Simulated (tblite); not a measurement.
C2H2FO (charge -1).
Numbering: `[O-:1]/[CH:2]=[CH:3]/[F:4]` (hydrogens: H5 on C2; H6 on C3)

The geometry is computed with GFN2-xTB (gas phase).

(1) What internal coordinates does the optimisation give?

## Answers

(1) 
```json
{"bond": "O1–C2", "length (pm)": "126.3", "order": "single"}
{"bond": "C2=C3", "length (pm)": "134.8", "order": "double"}
{"bond": "C3–F4", "length (pm)": "141.2", "order": "single"}
{"bond": "C2–H5", "length (pm)": "112.4", "order": "single"}
{"bond": "C3–H6", "length (pm)": "107.8", "order": "single"}
```

Orders are formal, as drawn. A selection of angles:
```json
{"angle": "O1–C2–C3", "degrees": "127.9"}
{"angle": "O1–C2–H5", "degrees": "118.4"}
{"angle": "C3–C2–H5", "degrees": "113.7"}
{"angle": "C2–C3–F4", "degrees": "120.6"}
{"angle": "C2–C3–H6", "degrees": "128.2"}
{"angle": "F4–C3–H6", "degrees": "111.2"}
```

Dihedral angles: O1–C2–C3–F4 180° (antiperiplanar).

C2 (vinylic carbon bearing oxygen) is planar (angles 127.9°, 118.4° and 113.7°, sum 360.0°, 0.00 Å off the plane of its three neighbours). C3 (carbon bonded to C, F and H) is planar (angles 128.2°, 120.6° and 111.2°, sum 360.0°, 0.00 Å off the plane of its three neighbours). The 4 heavy atoms lie in one plane (0.000 Å rms).

Point group: Cs (every atom within 0.08 Å of its image). Its GFN2-xTB frequencies are all real (lowest 242 cm⁻¹).
